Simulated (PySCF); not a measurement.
# C2H4F2 (Ethane, 1,1-difluoro-): the cost of one run

Computed with PySCF 2.14.0, with density-fitted response routines of our own, on a single molecule in the gas phase. Atoms count from 0, in the outputs and in this text.

## 1. Starting geometry

8 atoms, charge 0, multiplicity 1; geometry from: MMFF94s. The atoms were then displaced at random by about 0.03 Å, so the start is not that level's minimum.

Bonds of the start (Å): C0–C1 1.44, C1–F2 1.34, C1–F3 1.40, C0–H4 1.16, C0–H5 1.02, C0–H6 1.15, C1–H7 1.11.

## 2. Geometry optimisation at PBE0-D3(BJ)/def2-SVP

What the job is given:

```
{"job": {"xc": "PBE0", "basis": "def2-SVP", "d3": "d3bj", "grid": 1, "shake": 0.03, "kind": "geom"}, "charge": 0, "multiplicity": 1}
C     -0.699820    -0.230010     0.026850
C      0.700470     0.121650     0.065930
F      1.324850    -0.771980    -0.715560
F      1.061730     1.364810    -0.469400
H     -1.122750    -0.131320    -1.052480
H     -0.988400    -1.138990     0.393670
H     -1.295050     0.580950     0.590730
H      1.157190     0.119220     1.076560
```

Launch:

```sh
$ OMP_NUM_THREADS=1 python probes_run.py task.json out
```

This one command runs all jobs of the session in turn.

Q: Estimate the wall time and peak memory of this first job on 1 thread of Arm Neoverse N1, shared host.

About 22 s, with a peak of 0.31 GiB.
